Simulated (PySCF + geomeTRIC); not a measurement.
Species: H₃Si, SMILES `[SiH3]` (charge 0, multiplicity 2).

### Question
Give a relaxed geometry from M06-2X/def2-TZVP in PySCF + geomeTRIC.

### Answer
the end point of this relaxation (outside a Z-matrix the atoms follow the SMILES, hydrogens last).
Z-matrix (Å, degrees):
```
Si
H 1 1.4769
H 1 1.4769 2 110.91
H 1 1.4769 2 110.91 3 123.72
```
